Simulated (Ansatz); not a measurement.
# HCl (hydrogen chloride): BCCD(T)/3-21G

Aim: the vertical ionisation energy of HCl (hydrogen chloride) at BCCD(T)/3-21G, from 2 runs. 

The calculation is run with Ansatz 0.2.0.

56 further runs of the same task are left out: 2 that didn't finish, 54 set aside as unsound or not needed.

### Step 1. The structure to begin with

HCl: 2 atoms, total charge 0, spin state singlet. As SMILES, `Cl`. The coordinates come from a PBE0-D4/def2-TZVP relaxation.

Bond lengths: Cl1–H2 1.279 Å.

### Step 2. The energy at BCCD(T)/3-21G

Contents of in.yaml:

```yaml
basis:
  gaussian:
    orbitals: 3-21G.json
crystal:
  periodic: [false, false, false]
  atoms:
    - symbol: Cl
      position_ang: [0.546000, -0.178500, 0.280800]
    - symbol: H
      position_ang: [-0.546000, 0.178500, -0.280800]
magnetization:
  spin_polarized: false
  initial_magnetization: 0
correlation:
  method: bccd_t
  frozen_orbitals: {Cl: 5, H: 0}
accuracy: high
scf:
  omitted_lower_state_checks: [cluster_reference, increment]
```

The basis set 3-21G is read from a file made from the Basis Set Exchange's data (not shown).

On the command line:

```console
$ ansatz run in.yaml --threads 1 --pin off --max-ram 2610MiB --events-out events.jsonl --progress --plain --runs-dir runs
```

The log of the run, shortened:

```text
Warning: RAYON_NUM_THREADS=1 ignored (pool sized by the plan → 1); use --threads N
Functional definition: HF
  name "HF"
[...]
258 factors; integrals over basis functions are off by at most 4.2e-9 eV
[...]
mean field -12459.25868697 eV, -457.8693115574 hartree, gradient 5.6e-9 eV, S^2 0.000000; 0 other end points of the search recorded, 0 dependent functions left out
5 core orbitals not correlated: weight in the atoms' cores, before any rotation towards them, 1.000 or more for the frozen orbitals, at most 0.000 for the correlated occupied ones
reference -12459.25868697 eV, -457.8693115574 hartree; 4, 4 occupied and 6, 6 virtual orbitals, 258 factors
second order -1.41745168 eV of doubles, -0.00000000 eV of singles
cycle   1  -1.61120262 eV  change   -1.9e-1 eV  update   3.0e-2
[...]
cycle  15  -1.68330658 eV  change  -9.5e-11 eV  update  5.4e-10
perturbative correction -0.00981798 eV, -0.0003608043 hartree
Total energy: -12460.95181154 eV, -457.9315327375 hartree
Checks for a lower state left out: cluster_reference, increment
```

It took 0.16 s on 1 thread of Arm Neoverse V2, shared host.

### Step 3. The doublet cation, same level

Contents of in.yaml:

```yaml
crystal:
  periodic: [false, false, false]
  atoms:
    - symbol: Cl
      position_ang: [0.546000, -0.178500, 0.280800]
    - symbol: H
      position_ang: [-0.546000, 0.178500, -0.280800]
basis:
  gaussian:
    orbitals: 3-21G.json
correlation:
  method: bccd_t
  frozen_orbitals: {Cl: 5, H: 0}
magnetization:
  spin_polarized: true
  initial_magnetization: 1
scf:
  omitted_lower_state_checks: [cluster_reference, increment]
accuracy: high
total_charge: 1
```

The basis set 3-21G is read from a file made from the Basis Set Exchange's data (not shown).

On the command line:

```console
$ ansatz run in.yaml --threads 1 --pin off --max-ram 2610MiB --events-out events.jsonl --progress --plain --runs-dir runs
```

The log of the run, shortened:

```text
Warning: RAYON_NUM_THREADS=1 ignored (pool sized by the plan → 1); use --threads N
Functional definition: HF
  name "HF"
[...]
258 factors; integrals over basis functions are off by at most 4.2e-9 eV
[...]
mean field -12447.38541393 eV, -457.4329768212 hartree, gradient 1.2e-8 eV, S^2 0.752506; 2 other end points of the search recorded, 0 dependent functions left out
5 core orbitals not correlated: weight in the atoms' cores, before any rotation towards them, 1.000 or more for the frozen orbitals, at most 0.000 for the correlated occupied ones
reference -12447.38541393 eV, -457.4329768212 hartree; 4, 3 occupied and 6, 7 virtual orbitals, 258 factors
second order -1.03202845 eV of doubles, -0.00000000 eV of singles
cycle   1  -1.21135006 eV  change   -1.8e-1 eV  update   3.0e-2
[...]
cycle  18  -1.28531945 eV  change   5.0e-10 eV  update  7.6e-10
perturbative correction -0.00832952 eV, -0.0003061043 hartree
Total energy: -12448.67906291 eV, -457.4805175441 hartree
Checks for a lower state left out: cluster_reference, increment
```

Wall time 0.34 s (1 thread of Arm Neoverse V2, shared host).

### Step 4. What came out

Level: BCCD(T)/3-21G, 5 core orbitals frozen.

```
                                                   quantity          value
                                  singlet HCl: total energy  -457.93153 Eh
   singlet HCl: correlation energy (5 core orbitals frozen)      -62.2 mEh
                                singlet HCl: (T) correction      -0.36 mEh
                               doublet cation: total energy  -457.48052 Eh
doublet cation: correlation energy (5 core orbitals frozen)      -47.5 mEh
                             doublet cation: (T) correction      -0.31 mEh
          doublet cation: ⟨S²⟩ of the reference determinant          0.753
         vertical ionisation energy (to the doublet cation)      12.273 eV
```

The vertical ionisation energy comes to 12.27 eV (283 kcal/mol). The triples (singlet HCl) make up 0.6 % of the correlation energy. The triples (doublet cation) make up 0.6 % of the correlation energy.
